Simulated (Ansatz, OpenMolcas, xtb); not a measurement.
# [PH2]− (SMILES [PH2-]): methods side by side

[PH2]−, singlet, SMILES `[PH2-]`. Each level relaxes the structure for itself.

Each level gives the zero-point energy at each level's own minimum (kJ/mol). The values are calculated.

```tsv
level	kind	program	value (kJ/mol)
GFN2-xTB	semi-empirical	xtb	37.6
HF/6-31G* (Cartesian functions)	Hartree–Fock	Ansatz	35.7
B3LYP/6-31G* (Cartesian functions)	global hybrid	Ansatz	33.3
MP2/6-31G* (Cartesian functions)	perturbation theory	Ansatz	35.0
CASSCF(8,6)/6-31G* (Cartesian functions)	multireference	OpenMolcas	32.3
```

Harmonic and unscaled. Sets without diffuse functions describe the anion poorly. The values span 32.3 to 37.6 kJ/mol.
